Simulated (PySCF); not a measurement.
# C3H7ClO: core ionisation energies

2-chloroethyl methyl ether, C₃H₇ClO.
Numbering: `[CH3:1][O:2][CH2:3][CH2:4][Cl:5]`

Cartesian coordinates in Å at the PBE0-D3(BJ)/def2-SVP level; atoms count from 1:
```xyz
12
C3H7ClO angstrom
C     -1.9130    0.3857   -0.8456
O     -0.6121    0.0110   -0.5145
C      0.2500   -0.0342   -1.6086
C      1.6093   -0.4578   -1.0998
Cl     2.7773   -0.5254   -2.4421
H     -1.9514    1.3996   -1.2910
H     -2.5095    0.3866    0.0771
H     -2.3765   -0.3189   -1.5643
H     -0.1011   -0.7547   -2.3757
H      0.3312    0.9540   -2.1062
H      1.5575   -1.4528   -0.6380
H      1.9823    0.2574   -0.3544
```

Computed with PySCF 2.14.0, delta-SCF UKS SCAN, pcX-2 on the ionised atom, pcseg-1 elsewhere, spin-free X2C. Each binding energy is the total energy of the core-ionised species, with the hole localised on one atom, minus that of the ground state; both are solved self-consistently, so orbital relaxation is included.

Q: Give the core binding energies atom by atom.

A: 
| atom(s) | bonded to | level | binding energy (eV) | 2p1/2 (eV) | above the level's lowest (eV) | count |
| --- | --- | --- | --- | --- | --- | --- |
| Cl5 | C | Cl 2p3/2 | 206.11 | 207.76 | 0.00 | 1 |
| C4 | Cl, C and 2 H | C 1s | 292.37 | – | 0.00 | 1 |
| C1 | O and 3 H | C 1s | 292.49 | – | +0.12 | 1 |
| C3 | O, C and 2 H | C 1s | 292.52 | – | +0.15 | 1 |
| O2 | 2 C | O 1s | 538.81 | – | 0.00 | 1 |
| Cl5 | C | Cl 1s | 2828.72 | – | 0.00 | 1 |

The 3 C 1s values lie within 0.15 eV of each other; Gaussian lines of 0.5 eV full width would blend them into one maximum.

Q: Express the binding energy of C 1s of C3 in atomic units and per mole.

A: 292.52 eV = 10.7499 Eh = 28224 kJ/mol.

Spin–orbit coupling isn't in the SCF: each 2p doublet comes from a relaxed spin-free hole plus a matrix of the shell (mean-field spin–orbit coupling and the ground-state 2p splitting), with 2p3/2 averaged over its two sublevels. 2p1/2 minus 2p3/2 (ligand field included): Cl 1.65 eV. Isolated species at its PBE0-D3(BJ)/def2-SVP geometry (one conformer only).

The run took 50 s on one thread of an Arm Neoverse V1, no GPU, on a shared host.
